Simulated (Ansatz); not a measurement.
System: fcc Ir. Method: PBEsol (Ansatz, a first-principles code, PAW).

Run with plane-wave cutoff 520 eV, 18×18×18 k mesh, Fermi–Dirac smearing 0.1 eV, perturbation theory, force constants from a 6×6×6 q mesh, no spin polarisation, scalar-relativistic PAW data made under PBE.

Q: Predict the zero-point energy.

A: 
zero-point energy: 0.028 eV/atom

Spin–orbit coupling is not included.

It cost roughly 18 core-minutes of CPU time.
